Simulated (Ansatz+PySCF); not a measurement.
The numbers below are computed, except where a source is named.
**Several solutions for singlet SiH2**

```xyz
3

Si    0.0000    0.0000   -0.1449
H     0.0000    1.1839    1.0142
H     0.0000   -1.1839    1.0142
```

Basis set: def2-SVP (spherical functions). Charge 0, multiplicity 1.

UHF was run from several starts with Ansatz (development build ahead of 0.2.0) and PySCF 2.14.0.

| run | program | start | converged | energy (hartree) | <S²> |
| --- | --- | --- | --- | --- | --- |
| A | Ansatz | atomic start, no search | yes | -289.91500 | 0.00 |
| B | PySCF | program defaults | yes | -289.91500 | 0.00 |
| C | PySCF | guess huckel, instabilities followed | yes | -289.91725 | 0.32 |
| D | Ansatz | stability test followed | yes | -289.91725 | 0.32 |
| E | Ansatz | search for the lowest state | yes | -289.91725 | 0.32 |
| F | PySCF | guess 1e, instabilities followed | yes | -289.91725 | 0.32 |
| G | PySCF | guess atom, instabilities followed | yes | -289.91500 | 0.00 |
| H | PySCF | guess minao, instabilities followed | yes | -289.91725 | 0.32 |

Q: Which runs reached the lowest solution of this kind, and what is wrong with the others?

A: C, D, E, F, H reached the lowest solution found. Converged but too high: A by 0.06 eV, B by 0.06 eV, G by 0.06 eV. Convergence only shows a stationary point, and even a stable one can lie too high; stability tests and further starts are what find lower ones. Caution: the unrestricted determinant is spin contaminated. Caution: the determinant breaks the point group.
